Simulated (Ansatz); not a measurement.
## bcc V

All values below come from PBEsol (plane waves, PAW; Ansatz, a first-principles code).

Settings: plane-wave cutoff 500 eV, 22×22×1 k mesh (along the axes of the cell as run), Fermi–Dirac smearing 0.1 eV, scalar-relativistic PAW data made under PBE.

Cell: relaxed at this level.

| Item | Result |
|---|---|
| surface energy of the (110) face | 2.70 J/m² |
| work function of the (110) face | 4.85 eV |

The slab of 6 atoms is relaxed and unreconstructed.

Static lattice: no zero-point or thermal effects.
